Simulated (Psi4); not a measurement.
Reaction (SMILES): N#N (N2) + 3 [H][H] (H2) → 2 N (NH3)
B3LYP-D3(BJ)/def2-TZVP geometries, fixed; electronic energies without zero-point terms.

Basis-set convergence of the energy of full hydrogenation at MP2 with Psi4. Cartesian d functions, on some or all atoms, in 6-31G*, 6-31G**; all else is spherical. Density fitting with the program's default auxiliary sets. Cores are frozen. Psi4's default fitting sets serve the pcseg sets less well. No added dispersion term, no relativity. Functions are those of the species that has most. Reference: Hartree-Fock in aug-cc-pVQZ plus the correlation part extrapolated as X^-3 from aug-cc-pVTZ and aug-cc-pVQZ, -39.79 kcal/mol, itself unsure by roughly 0.39 kcal/mol (a third of the extrapolation step and of the last Hartree-Fock step).

```json
[
 {"basis": "STO-3G", "functions": "10", "energy of full hydrogenation (kcal/mol)": "(withheld)"},
 {"basis": "pcseg-0", "functions": "18", "energy of full hydrogenation (kcal/mol)": "-5.24"},
 {"basis": "def2-SV(P)", "functions": "28", "energy of full hydrogenation (kcal/mol)": "(withheld)"},
 {"basis": "cc-pVDZ", "functions": "29", "energy of full hydrogenation (kcal/mol)": "-24.52"},
 {"basis": "def2-SVP", "functions": "29", "energy of full hydrogenation (kcal/mol)": "-27.46"},
 {"basis": "6-31G*", "functions": "30", "energy of full hydrogenation (kcal/mol)": "-15.52"},
 {"basis": "6-31G**", "functions": "30", "energy of full hydrogenation (kcal/mol)": "-26.50"},
 {"basis": "6-311G**", "functions": "36", "energy of full hydrogenation (kcal/mol)": "-26.16"},
 {"basis": "6-311+G**", "functions": "44", "energy of full hydrogenation (kcal/mol)": "-31.66"},
 {"basis": "6-311++G(2d,2p)", "functions": "57", "energy of full hydrogenation (kcal/mol)": "-35.70"},
 {"basis": "def2-TZVP", "functions": "62", "energy of full hydrogenation (kcal/mol)": "(withheld)"},
 {"basis": "pcseg-2", "functions": "72", "energy of full hydrogenation (kcal/mol)": "-38.14"},
 {"basis": "def2-TZVPP", "functions": "73", "energy of full hydrogenation (kcal/mol)": "-36.32"},
 {"basis": "def2-TZVPD", "functions": "74", "energy of full hydrogenation (kcal/mol)": "-32.31"},
 {"basis": "jun-cc-pV(T+d)Z", "functions": "81", "energy of full hydrogenation (kcal/mol)": "-38.39"},
 {"basis": "def2-TZVPPD", "functions": "88", "energy of full hydrogenation (kcal/mol)": "-38.39"},
 {"basis": "cc-pVQZ", "functions": "145", "energy of full hydrogenation (kcal/mol)": "-37.77"},
 {"basis": "def2-QZVPPD", "functions": "162", "energy of full hydrogenation (kcal/mol)": "(withheld)"}
]
```

Problem. Fill in the missing entries.

Solution. 
- STO-3G, energy of full hydrogenation (kcal/mol): 20.44
- def2-SV(P), energy of full hydrogenation (kcal/mol): -4.86
- def2-TZVP, energy of full hydrogenation (kcal/mol): -29.37
- def2-QZVPPD, energy of full hydrogenation (kcal/mol): -39.29
